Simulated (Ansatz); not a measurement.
# Lattice parameter a of some phosphides, arsenides and antimonides, all zinc-blende

Method: RPBE (Ansatz, a program for electronic structure, plane waves, PAW). References are measured values corrected to a static lattice.

Values in Å.

```tsv
solid	reference	RPBE	error (%)
zinc-blende GaP	5.439	5.555	+2.13
zinc-blende BP	4.525	4.575	+1.10
zinc-blende InSb	6.468	?	?
zinc-blende InAs	6.047	6.255	+3.44
zinc-blende AlAs	5.649	5.772	+2.18
zinc-blende GaAs	5.64	5.804	+2.91
```

Q: Estimate the withheld RPBE value.

A: The errors of the other rows run from +1.10 % to +3.44 %, with a median of +2.18 %; carried to the reference 6.468 it gives 6.609 Å. The run gives 6.717 Å (+3.85 %), +1.63 % from the estimate, outside the range of the other rows; the row was drawn at random, and such an estimate is rough. Over these 6 solids the mean error is +2.60 %, the mean absolute error 2.60 % (median 2.54 %), and the worst case zinc-blende InSb at +3.85 %; the value is too high in 6 of 6 cases.

All these references are brought to a static lattice.

Spin–orbit coupling is left out, also for the solids with elements from indium on (zinc-blende InSb, zinc-blende InAs); its size isn't shown.

Differences are worked out from the printed values.

Caveats: the cell is over a tenth larger than the published one: the level's own overestimate first of all, though another phase or state, or a fault of the published cell, is possible (zinc-blende InSb, zinc-blende InAs); the gap of the solid is closed in this run (zinc-blende InSb, zinc-blende InAs). Ansatz's density-functional and Hartree–Fock values are scalar-relativistic unless marked +SOC, with PAW data made under PBE.

Not in this set, of the phosphides, arsenides and antimonides with a reference value in our tables and a result at some level: 15 for a reference at room or unstated temperature; 2 for no value at RPBE (not run, a failed fit, an unstable or unbound cell, or a value held back for tests). These can be a level's best or worst cases. At least 3 more with a reference value are held back for tests. Solids without a released value at any level aren't counted. Layered and molecular crystals are counted apart.

References as tabulated in Mejia-Rodriguez and Trickey (2018), arXiv:1807.09216.
